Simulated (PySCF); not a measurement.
Gas-phase reaction: SiH2 + 2 Cl → SiH2Cl2

Computed with PySCF and rigid-rotor harmonic-oscillator thermochemistry at 1 bar. Table values come from the NASA 1993 polynomials. † marks an energy on the PBE0/def2-TZVP geometry and frequencies; other levels use their own. 6-31G* has spherical d functions here. Open shells (unrestricted): Cl (multiplicity 2); the rest are closed-shell singlets. Spin-orbit splitting is ignored; it lowers the true energy and changes the entropy of Cl. The table's entry may be an old estimate for SiH2, SiH2Cl2 (not checked at source).

HF/6-31G* gives ΔH°(298 K) = -626.6 kJ.

### Question
What does PBE0/def2-QZVP† give, and where does the table lie?

### Answer
PBE0/def2-QZVP†: -834.1 kJ. Table: -808.5 kJ.
